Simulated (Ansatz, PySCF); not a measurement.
System: benzene, C$_{6}$H$_{6}$ (charge 0, singlet). 
Coordinates optimised at B3LYP-D3(BJ)/def2-TZVP (Ansatz, a quantum-chemistry and plane-wave program):
```
C
H 1 1.0826
C 1 1.3905 2 120.00
H 3 1.0826 1 120.00 2 0.00
C 3 1.3905 4 120.00 1 180.00
H 5 1.0826 3 120.00 4 0.00
C 1 1.3905 2 120.00 3 180.00
H 7 1.0826 1 120.00 2 0.00
C 7 1.3905 8 120.00 1 -180.00
H 9 1.0826 7 120.00 8 0.00
C 9 1.3905 10 120.00 7 180.00
H 11 1.0826 9 120.00 10 0.00
```
Unstable Hartree-Fock reference: c1ccccc1.

Property: enthalpy of formation at 298 K (from the atomisation energy, B3LYP-D3(BJ)/def2-TZVP harmonic zero-point and thermal terms from PySCF, and the atoms' enthalpies of formation in the G2/97 table; no spin-orbit terms, and no core term in the frozen-core levels), in kcal/mol. Correlated levels leave the core frozen unless marked. UHF or UKS for open shells. No spin-orbit coupling. No relativistic terms. The coupled-cluster limit lacks core correlation, which all-electron functionals hold. CBS marks a two-point X^-3 extrapolation of the correlation energy; Hartree-Fock from the larger set. [CCSD(T)-MP2]/basis is that difference in the basis named.

Measured: 19.9 kcal/mol (Active Thermochemical Tables 1.112 (ions: stationary electron), as tabulated in the package chemicals); it holds spin-orbit and relativistic effects, which these rows lack, and core correlation, which the frozen-core levels lack.

```
level                                                     program  enthalpy of formation at 298 K (kcal/mol)  error against measurement
-------------------------------------------------  --------------  -----------------------------------------  -------------------------
HF/cc-pVDZ                                                 Ansatz                                      379.7                      359.8
HF/def2-TZVPD                                               PySCF                                      365.0                      345.1
r2SCAN/def2-TZVPD                                          Ansatz                                       12.6                       -7.3
B97M-V/def2-TZVPD                                          Ansatz                                       14.9                       -5.0
PBE0/def2-SVP                                              Ansatz                                      -14.7                      -34.6
PBE0-D3(BJ)/def2-TZVP                              Ansatz + dftd3                                       -2.2                      -22.1
TPSSh/def2-TZVPD                                            PySCF                                       21.0                        1.1
wB97X/def2-TZVPD                                           Ansatz                                       22.8                        2.9
SCS-MP2/6-31G                                              Ansatz                                      179.8                      159.9
SCS-MP2/cc-pVTZ                                            Ansatz                                       39.7                       19.8
CCSD/STO-3G                                                Ansatz                                        8.2                      -11.7
CCSD/6-31G*                                                Ansatz                                      136.9                      117.0
CCSD(T)/6-31G*                                             Ansatz                                      118.2                       98.3
CCSD(T)/cc-pVDZ                                            Ansatz                                      119.7                       99.8
RI-MP2/CBS(cc-pVTZ,cc-pVQZ)+[CCSD(T)-MP2]/cc-pVTZ          Ansatz                                       24.2                        4.3
```

Nearest to the measured value here: TPSSh/def2-TZVPD; farthest: HF/cc-pVDZ.
